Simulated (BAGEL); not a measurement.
# UHF/3-21G (density fitting with cc-pvqz-jkfit) run of N2H3 (hydrazinyl radical)

Aim: the energy change on altering one bond length of N2H3 (hydrazinyl radical) at UHF/3-21G (density fitting with cc-pvqz-jkfit), from 2 runs. 

Program for the calculation: BAGEL 1.2.2.

1 further run of the same task is left out (set aside as unsound or not needed). Runs told in other sessions of the task aren't counted.

### Step 1. The molecule

The species is N2H3 (5 atoms), meant as a doublet with charge 0. As SMILES, `[NH]N`. The coordinates come from a PBE0-D4/def2-TZVP relaxation. This is one conformer, not always the lowest.

Bond lengths: N1–N2 1.338 Å, N1–H3 1.021 Å, N2–H4 1.008 Å, N2–H5 1.012 Å. Angles: N1–N2–H4 113.9°, N1–N2–H5 120.9°, N2–N1–H3 106.1°, H4–N2–H5 114.6°.

### Step 2. The energy at UHF/3-21G (density fitting with cc-pvqz-jkfit)

calc.json reads:

```json
{ "bagel": [

{
  "title": "molecule",
  "basis": "3-21g",
  "df_basis": "cc-pvqz-jkfit",
  "angstrom": true,
  "geometry": [
    { "atom": "N", "xyz": [   -0.187600,   -0.818050,    0.454040 ] },
    { "atom": "N", "xyz": [   -0.128660,    0.235610,   -0.368450 ] },
    { "atom": "H", "xyz": [    0.759840,   -0.951450,    0.811270 ] },
    { "atom": "H", "xyz": [   -1.030950,    0.592300,   -0.640030 ] },
    { "atom": "H", "xyz": [    0.587360,    0.941580,   -0.256830 ] }
  ]
},
{
  "title": "uhf",
  "nopen": 1
},
{
  "title": "print",
  "file": "orbitals.molden",
  "orbitals": true
}

]}
```

Command:

```sh
$ BAGEL_NUM_THREADS=1 BAGEL calc.json > calc.out
```

What it wrote:

```text
* using 1 threads per process

  ===============================================================
  ===============================================================

  *** Geometry ***

  { "atom" : "N", "xyz" : [     -0.354513,     -1.545890,      0.858011 ] },
  { "atom" : "N", "xyz" : [     -0.243132,      0.445238,     -0.696270 ] },
  { "atom" : "H", "xyz" : [      1.435889,     -1.797980,      1.533078 ] },
  { "atom" : "H", "xyz" : [     -1.948213,      1.119285,     -1.209481 ] },
  { "atom" : "H", "xyz" : [      1.109950,      1.779328,     -0.485338 ] },

  Number of auxiliary basis functions:      365

  Since a DF basis is specified, we compute 2- and 3-index integrals:
    o Being stored without compression. Storage requirement is 0.002 GB

  Number of basis functions:       24
  Number of electrons      :       17

    * METHOD: MOLECULE                             0.06

  *** Open-shell HF ***

  === Nuclear Repulsion ===
    36.7279946837

      * DIIS with orbital gradients will be used.

  === UHF iteration (3-21g) ===
      0       -109.87973267          0.06282270           0.01
      1       -109.93296766          0.02252124           0.01
      2       -109.94154876          0.01015778           0.01
      3       -109.94389183          0.00427211           0.01
      4       -109.94516810          0.00228969           0.01
      5       -109.94578159          0.00103873           0.01
      6       -109.94591242          0.00019848           0.01
      7       -109.94592019          0.00010753           0.01
      8       -109.94592376          0.00005963           0.01
      9       -109.94592493          0.00002285           0.01
     10       -109.94592501          0.00000951           0.01
     11       -109.94592504          0.00000499           0.01
     12       -109.94592506          0.00000304           0.01
     13       -109.94592506          0.00000117           0.01
     14       -109.94592506          0.00000051           0.01
     15       -109.94592506          0.00000016           0.01
     16       -109.94592506          0.00000008           0.01
     17       -109.94592506          0.00000003           0.01
     18       -109.94592506          0.00000001           0.01
     19       -109.94592506          0.00000001           0.01
    * SCF iteration converged.

    * S^2 (UHF) is 0.7579

    * Permanent dipole moment:
           (   -0.519095,    -0.892221,    -0.042848) a.u.

    * METHOD: UHF                                  0.12

    * METHOD: PRINT                                0.00

  ===============================================================
```

It took 0.3 s on 1 thread of Arm Neoverse V2, shared host.

### Step 3. The distorted shape, same level

calc.json reads:

```json
{ "bagel" : [

{
  "title" : "molecule",
  "basis" : "3-21g",
  "df_basis" : "cc-pvqz-jkfit",
  "angstrom" : true,
  "geometry" : [
    { "atom" : "N", "xyz" : [      -0.205284,      -1.134179,       0.700811 ] },
    { "atom" : "N", "xyz" : [      -0.128660,       0.235610,      -0.368450 ] },
    { "atom" : "H", "xyz" : [       0.742156,      -1.267579,       1.058041 ] },
    { "atom" : "H", "xyz" : [      -1.030950,       0.592300,      -0.640030 ] },
    { "atom" : "H", "xyz" : [       0.587360,       0.941580,      -0.256830 ] }
  ]
},

{
  "title" : "uhf",
  "charge" : 0,
  "nopen" : 1
},

{
  "title" : "print",
  "file" : "orbitals.molden",
  "orbitals" : true
}

]}
```

Command:

```sh
$ BAGEL_NUM_THREADS=1 BAGEL calc.json > calc.out
```

What it wrote:

```text
* using 1 threads per process

  ===============================================================
  ===============================================================

  *** Geometry ***

  { "atom" : "N", "xyz" : [     -0.387931,     -2.143288,      1.324341 ] },
  { "atom" : "N", "xyz" : [     -0.243132,      0.445238,     -0.696270 ] },
  { "atom" : "H", "xyz" : [      1.402472,     -2.395377,      1.999408 ] },
  { "atom" : "H", "xyz" : [     -1.948213,      1.119285,     -1.209481 ] },
  { "atom" : "H", "xyz" : [      1.109950,      1.779328,     -0.485338 ] },

  Number of auxiliary basis functions:      365

  Since a DF basis is specified, we compute 2- and 3-index integrals:
    o Being stored without compression. Storage requirement is 0.002 GB

  Number of basis functions:       24
  Number of electrons      :       17

    * METHOD: MOLECULE                             0.06

  *** Open-shell HF ***

  === Nuclear Repulsion ===
    31.3250021856

      * DIIS with orbital gradients will be used.

  === UHF iteration (3-21g) ===
      0       -109.83189496          0.05694663           0.01
      1       -109.88233353          0.01599259           0.01
      2       -109.89173114          0.00822675           0.01
      3       -109.89497749          0.00529239           0.01
      4       -109.89904089          0.00225633           0.01
      5       -109.89951341          0.00217389           0.01
      6       -109.90002215          0.00060272           0.01
      7       -109.90035899          0.00040440           0.01
      8       -109.90090062          0.00027868           0.01
      9       -109.90136713          0.00022863           0.01
     10       -109.90157668          0.00020917           0.01
     11       -109.90216355          0.00021317           0.01
     12       -109.90247439          0.00018687           0.01
     13       -109.90249579          0.00014570           0.01
     14       -109.90252161          0.00009984           0.01
     15       -109.90252847          0.00005180           0.01
     16       -109.90252887          0.00002412           0.01
     17       -109.90252989          0.00001716           0.01
     18       -109.90253038          0.00001146           0.01
     19       -109.90253070          0.00000249           0.01
     20       -109.90253069          0.00000144           0.01
     21       -109.90253069          0.00000098           0.01
     22       -109.90253070          0.00000080           0.01
     23       -109.90253070          0.00000054           0.01
     24       -109.90253070          0.00000041           0.01
     25       -109.90253070          0.00000035           0.01
     26       -109.90253070          0.00000025           0.01
     27       -109.90253070          0.00000014           0.01
     28       -109.90253070          0.00000008           0.01
     29       -109.90253070          0.00000005           0.01
     30       -109.90253070          0.00000003           0.01
     31       -109.90253070          0.00000002           0.01
     32       -109.90253070          0.00000001           0.01
     33       -109.90253070          0.00000001           0.01
    * SCF iteration converged.

    * S^2 (UHF) is 0.9002

    * Permanent dipole moment:
           (   -0.512818,    -0.634942,    -0.285628) a.u.

    * METHOD: UHF                                  0.23

    * METHOD: PRINT                                0.00

  ===============================================================
```

It took 0.42 s on 1 thread of Arm Neoverse V2, shared host.

### Step 4. Summary of results

At UHF/3-21G (density fitting with cc-pvqz-jkfit):

```
                                                         quantity          value
                                        first shape: total energy  -109.94593 Eh
                                       first shape: dipole moment         2.63 D
                                                first shape: ⟨S²⟩          0.758
                                    distorted shape: total energy  -109.90253 Eh
                                   distorted shape: dipole moment         2.20 D
                                            distorted shape: ⟨S²⟩          0.900
energy change with the N1–N2 bond stretched from 1.338 to 1.739 Å       1.181 eV
```

In words: With the N1–N2 bond stretched from 1.338 to 1.739 Å the energy rises by 1.18 eV (114 kJ/mol). The first shape isn't relaxed at this level, so the change isn't measured from a minimum. ⟨S²⟩ (distorted shape) is 0.90 where a pure doublet has 0.75: the reference is spin-contaminated.
